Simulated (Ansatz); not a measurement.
Reaction: CH3NO (SMILES NC=O) → CH3NO (parent SMILES NC=O, triplet)
Each species at its own B3LYP-D3(BJ)/def2-TZVP minimum (Ansatz, a quantum-chemistry and plane-wave program), one conformer.

Quantity: adiabatic triplet-singlet gap (electronic), in kcal/mol. UHF or UKS for unpaired electrons; spin-orbit terms are left out. CBS(X,Y): correlation extrapolated as X^-3, Hartree-Fock from the larger set. A bracket is a step between two methods taken in the basis named. The functionals are non-relativistic, so their misses hold any scalar relativity. Double hybrids freeze cores in their MP2 part. '+ core + X2C': CCSD(T) terms for core correlation (cc-pwCVTZ) and scalar relativity (cc-pVTZ-DK). The spin of CH3NO (parent SMILES NC=O, triplet) was assumed, and the state is the lowest solution found for it.

CCSD(T)/CBS(cc-pVTZ,cc-pVQZ) + [CCSDT(Q) - CCSD(T)]/cc-pVDZ + core + X2C (Ansatz) gives 96.8 kcal/mol.

Task: How far off this value is PBE/def2-TZVPD (Ansatz), in which direction, and how far these levels: r2SCAN/def2-TZVPD, B3LYP/def2-TZVPD, PBE0/def2-TZVPD, B2PLYP/def2-TZVPD, CCSD(T)/CBS(cc-pVTZ,cc-pVQZ) + core + X2C?

Result: PBE gives 87.5 kcal/mol, 9.3 kcal/mol below it. Differences of the others: r2SCAN/def2-TZVPD (Ansatz) -11.1; B3LYP/def2-TZVPD (Ansatz) -7.1; PBE0/def2-TZVPD (Ansatz) -7.6; B2PLYP/def2-TZVPD (Ansatz) -1.8; CCSD(T)/CBS(cc-pVTZ,cc-pVQZ) + core + X2C (Ansatz) 0.5 kcal/mol.
